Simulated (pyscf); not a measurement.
# Routes from HO–PH•

Candidate steps break at most two bonds and form at most two. Each was searched with GFN2-xTB (tblite) first. Single points on ωB97X-D3(BJ)/def2-SVP structures (PySCF, gas phase). Energies: ωB97M-D3(BJ)/def2-TZVP, eV, from the reactant's lowest minimum found, doublet surface; ΔG‡ with ideal gas, 1 atm, RRHO with modes under 100 cm⁻¹ raised to 100, one conformer, R ln 2 for chiral ones without a mode under 150 cm⁻¹.

```csv
products,type,ΔE‡,ΔE,ΔG‡ 298 K,ΔG‡ 900 K,ν‡ (cm⁻¹)
•O–PH₂,hydrogen shift,2.18,+0.36,2.00,2.00,1849i
O=P• + H₂,elimination,2.76,+0.98,2.59,2.63,1998i
```

Plain bond fissions and candidates not yet searched are not listed, and one of them may be faster. Each barrier is that of the saddle found; lower ones may exist. The term symbol of open-shell O=P• was not checked; spin-orbit terms and orbital degeneracy are left out.
